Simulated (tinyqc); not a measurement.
Inside a calculation. Method: UKS/LDA (VWN5) in the sto-6g basis, for H2O, spin multiplicity 3. One step of it, computed by the program tinyqc.

Question. Iteration 8 (converged): orbitals. Diagonalise F' = X^T F X, C = X C', fill 6 alpha and 4 beta electrons from the bottom; D(s) = C_occ C_occ^T. Each column has its largest component positive (the first on a tie).

converged F(alpha) (hartree), lower triangle:
```
             1O 1s      1O 2s     1O 2px     1O 2py     1O 2pz      2H 1s      3H 1s
1O 1s   -18.685259
1O 2s    -4.610815  -1.920072
1O 2px    0.000000   0.000000  -0.251010
1O 2py    0.000000   0.000000   0.000000  -0.239367
1O 2pz   -0.007018  -0.050143   0.000000   0.000000  -0.202214
2H 1s    -0.530919  -0.434579   0.000000  -0.182954  -0.124194  -0.218223
3H 1s    -0.530919  -0.434579   0.000000   0.182954  -0.124194  -0.096678  -0.218223
```

converged F(beta) (hartree), lower triangle:
```
             1O 1s      1O 2s     1O 2px     1O 2py     1O 2pz      2H 1s      3H 1s
1O 1s   -18.655483
1O 2s    -4.593298  -1.835152
1O 2px    0.000000   0.000000  -0.118258
1O 2py    0.000000   0.000000   0.000000  -0.188094
1O 2pz   -0.003661  -0.031529   0.000000   0.000000  -0.131690
2H 1s    -0.528992  -0.416958   0.000000  -0.172746  -0.114523  -0.152895
3H 1s    -0.528992  -0.416958   0.000000   0.172746  -0.114523  -0.092423  -0.152895
```

X, lower triangle:
```
            1O 1s      1O 2s    1O 2px     1O 2py     1O 2pz      2H 1s     3H 1s
1O 1s    1.021848
1O 2s   -0.127634   1.095736
1O 2px   0.000000   0.000000  1.000000
1O 2py   0.000000   0.000000  0.000000   1.047299
1O 2pz  -0.003921   0.036709  0.000000   0.000000   1.017997
2H 1s    0.014310  -0.161861  0.000000  -0.134094  -0.079657   1.071019
3H 1s    0.014310  -0.161861  0.000000   0.134094  -0.079657  -0.031567  1.071019
```

Give: F' = X^T F X; orbital energies; coefficients C; F' = X^T F X; orbital energies; coefficients C; D(alpha) after iteration 8; D(beta) after iteration 8.

Answer.

F' = X^T F X (alpha) (hartree), lower triangle:
```
          1        2        3        4        5        6        7
1  -18.3672
2   -2.3849  -1.0734
3    0.0000   0.0000  -0.2510
4    0.0000   0.0000   0.0000  -0.1641
5   -0.0171  -0.0047   0.0000   0.0000  -0.1741
6   -0.0503  -0.1875   0.0000  -0.1663  -0.0995  -0.0785
7   -0.0503  -0.1875   0.0000   0.1663  -0.0995  -0.0304  -0.0785
```

orbital energies (alpha) (hartree): MO1 -18.6907, MO2 -0.8420, MO3 -0.3483, MO4 -0.2510, MO5 -0.2471, MO6 0.0562, MO7 0.1360

coefficients C (alpha):
```
            MO1      MO2      MO3     MO4      MO5      MO6      MO7
1O 1s    0.9956  -0.2428   0.0000  0.0000   0.0633   0.0824   0.0000
1O 2s    0.0193   0.9601   0.0000  0.0000  -0.3267  -0.4918   0.0000
1O 2px   0.0000   0.0000   0.0000  1.0000   0.0000   0.0000   0.0000
1O 2py   0.0000   0.0000   0.7075  0.0000   0.0000   0.0000   0.7951
1O 2pz   0.0014   0.0724   0.0000  0.0000   0.8179  -0.6133   0.0000
2H 1s   -0.0034   0.0903   0.3752  0.0000   0.3007   0.6888  -0.6964
3H 1s   -0.0034   0.0903  -0.3752  0.0000   0.3007   0.6888   0.6964
```

F' = X^T F X (beta) (hartree), lower triangle:
```
          1        2        3        4        5        6        7
1  -18.3393
2   -2.3804  -0.9832
3    0.0000   0.0000  -0.1183
4    0.0000   0.0000   0.0000  -0.1114
5   -0.0160   0.0168   0.0000   0.0000  -0.1020
6   -0.0505  -0.1942   0.0000  -0.1703  -0.1031  -0.0103
7   -0.0505  -0.1942   0.0000   0.1703  -0.1031  -0.0322  -0.0103
```

orbital energies (beta) (hartree): MO1 -18.6605, MO2 -0.7606, MO3 -0.2947, MO4 -0.1857, MO5 -0.1183, MO6 0.1397, MO7 0.2052

coefficients C (beta):
```
            MO1      MO2      MO3      MO4     MO5      MO6      MO7
1O 1s    0.9957  -0.2409   0.0000   0.0610  0.0000   0.0873   0.0000
1O 2s    0.0185   0.9521   0.0000  -0.3193  0.0000  -0.5118   0.0000
1O 2px   0.0000   0.0000   0.0000   0.0000  1.0000   0.0000   0.0000
1O 2py   0.0000   0.0000   0.7187   0.0000  0.0000   0.0000   0.7851
1O 2pz   0.0012   0.0469   0.0000   0.8126  0.0000  -0.6228   0.0000
2H 1s   -0.0033   0.1030   0.3654   0.3087  0.0000   0.6834  -0.7017
3H 1s   -0.0033   0.1030  -0.3654   0.3087  0.0000   0.6834   0.7017
```

D(alpha) after iteration 8, lower triangle:
```
          1O 1s    1O 2s  1O 2px   1O 2py   1O 2pz   2H 1s   3H 1s
1O 1s    1.0609
1O 2s   -0.2751   1.2707
1O 2px   0.0000   0.0000  1.0000
1O 2py   0.0000   0.0000  0.0000   0.5006
1O 2pz  -0.0150   0.1039  0.0000   0.0000   1.0504
2H 1s    0.0505  -0.3504  0.0000   0.2655  -0.1699  0.7138
3H 1s    0.0505  -0.3504  0.0000  -0.2655  -0.1699  0.4322  0.7138
```

D(beta) after iteration 8, lower triangle:
```
          1O 1s    1O 2s  1O 2px   1O 2py  1O 2pz    2H 1s   3H 1s
1O 1s    1.0533
1O 2s   -0.2304   1.0088
1O 2px   0.0000   0.0000  0.0000
1O 2py   0.0000   0.0000  0.0000   0.5165
1O 2pz   0.0394  -0.2148  0.0000   0.0000  0.6625
2H 1s   -0.0092  -0.0006  0.0000   0.2626  0.2557   0.2394
3H 1s   -0.0092  -0.0006  0.0000  -0.2626  0.2557  -0.0276  0.2394
```
